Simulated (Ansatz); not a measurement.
Two shapes of singlet HNO.

Shape 1:

```xyz
3

N     0.0000    0.4274   -0.3864
H     0.0000    1.3024    0.2308
O     0.0000   -0.5368    0.3092
```

Shape 2:

```xyz
3

N     0.0000    0.3932   -0.3554
H     0.0000    1.1982    0.2123
O     0.0000   -0.4938    0.2845
```

Basis set: def2-TZVP (spherical functions). Left uncorrelated: 2 orbitals. Charge 0, multiplicity 1.

Computed with Ansatz (development build ahead of 0.2.0); each method stands on the lowest determinant of its kind that the runs found.

Problem. Which shape is lower in energy, and by how much in each method?

Solution.

```csv
method,E(2) − E(1) (eV)
RHF,0.334
RHF-MP2,0.828
```

Shape 1 is lower. Caution: no unrestricted run beside it, a lower state can exist.
